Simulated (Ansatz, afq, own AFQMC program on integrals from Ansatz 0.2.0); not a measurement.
# HBrCl, doublet: AFQMC among the cluster methods

```xyz
3

Cl    0.0000    0.0000   -1.5617
H     0.0000    0.0000   -0.0337
Br    0.0000    0.0000    1.5953
```

Connectivity, by distances: Cl ··· Br, 1 bridging H.

Basis cc-pVTZ. Noble-gas cores (and the filled d shells of Ga–Kr and In–Xe) are frozen. AFQMC by an in-house program on the Cholesky factors that Ansatz 0.2.0 writes for its CCSD(T) run. ph-AFQMC/CISD is guided by a CISD state made of CCSD amplitudes; releasing the constraint for a short imaginary time cuts its bias at the price of noise, slowly where states lie close. Uncertainties: one standard error, sampling alone. No spin–orbit coupling.

Determinant: UHF, the one that the program's search chose, which needn't be the lowest solution. The geometry is a point of a scan.

No full CI on the walks' own integrals is used here; CCSDT(Q) serves as the reference and is uncertain by about the last step of the cluster series.

Cautions: no relativity below Rb; no spin-orbit coupling; inner d shell frozen; unrestricted determinant slightly spin contaminated (⟨S²⟩ 0.81 against 0.75).

* T1 diagnostic: 0.0150
* weight of the determinant in the CISD state: 0.849
* ⟨S²⟩ of the determinant: 0.814
* size of the correlated space: 15 electrons in 72 orbitals

| level | correlation energy (eV) |
| --- | --- |
| MP2 | -9.5484 |
| CCSD | -10.6428 |
| CCSD(T) | -11.0554 |

Question: Estimate where AFQMC with the constraint released lies against CCSD(T) on the same integrals.

Answer: 42.8 ± 10.6 meV below CCSD(T).

Reference: CCSDT(Q), correlation energy -11.108 eV. The released energy is read at 1.50 1/Eh (meV from the phaseless value at times in 1/Eh: -19 ± 5 at 0.24, -17 ± 6 at 0.51, -36 ± 8 at 0.99, -19 ± 11 at 1.50).

```csv
level,E − E(reference) (meV),share of correlation (%)
CCSD(T),52.7,99.53
CCSDT,19.0,99.83
ph-AFQMC/CISD,29.1 ± 6.0,99.74
released AFQMC,9.9 ± 10.6,99.91
```

A walk keeps the symmetry of its determinant, which the program's search chose and which needn't be the lowest solution, so a lower state of the same spin and another symmetry isn't excluded. Released energies are given only where the last usable release times agree within the noise; a slower fall can still hide under it.
